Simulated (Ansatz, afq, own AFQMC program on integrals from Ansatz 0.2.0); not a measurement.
## Where AFQMC and coupled cluster stand for SiH4, singlet

```
atom    x (Å)    y (Å)    z (Å)
   H  -2.4199   0.0549   0.0000
   H  -1.6749   0.0549   0.0000
  Si   0.0961   0.0549   0.0000
   H   0.7083  -0.8194   1.0900
   H   0.7083  -0.8194  -1.0900
```

Basis cc-pVTZ. Noble-gas cores (and the filled d shells of Ga–Kr and In–Xe) are frozen. AFQMC by an in-house program on the Cholesky factors that Ansatz 0.2.0 writes for its CCSD(T) run. The CISD trial takes its coefficients from CCSD amplitudes. Released means that phaseless walkers are propagated on without the constraint, phases kept. ± is one standard error of the sampling.

Determinant: RHF, the one that the program's search chose, which needn't be the lowest solution. The geometry is a point of a scan.

No full CI on the walks' own integrals is used here; CCSDT(Q) serves as the reference and is uncertain by about the last step of the cluster series.

Cautions: higher spins were not checked; restricted determinant unstable towards unrestricted (UHF 80 meV lower, ⟨S²⟩ 0.38).

* T1 diagnostic: 0.0148
* weight of the determinant in the CISD state: 0.887
* size of the correlated space: 8 electrons in 85 orbitals

| level | correlation energy (eV) |
| --- | --- |
| MP2 | -4.1045 |
| CCSD | -5.0222 |
| CCSD(T) | -5.1638 |

(1) Estimate where AFQMC with the constraint released lies against CCSD(T) on the same integrals.

(1) 1.24 ± 0.11 mEh below CCSD(T).

Reference: CCSDT(Q), correlation energy -5.197 eV. The released energy is read at 2.40 1/Eh (meV from the phaseless value at times in 1/Eh: -1 ± 3 at 0.24, -1.6 ± 2.2 at 0.51, -3.1 ± 1.7 at 0.99, -3.9 ± 1.8 at 1.62, -5 ± 3 at 2.40).

```tsv
level	E − E(reference) (mEh)	share of correlation (%)
CCSD(T)	1.23	99.36
CCSDT	0.22	99.88
ph-AFQMC/HF	-1.30 ± 0.84	100.68
ph-AFQMC/CISD	0.16 ± 0.10	99.91
released AFQMC	-0.01 ± 0.11	100.01
```

A walk keeps the symmetry of its determinant, which the program's search chose and which needn't be the lowest solution, so a lower state of the same spin and another symmetry isn't excluded. Released energies are given only where the last usable release times agree within the noise; a slower fall can still hide under it.
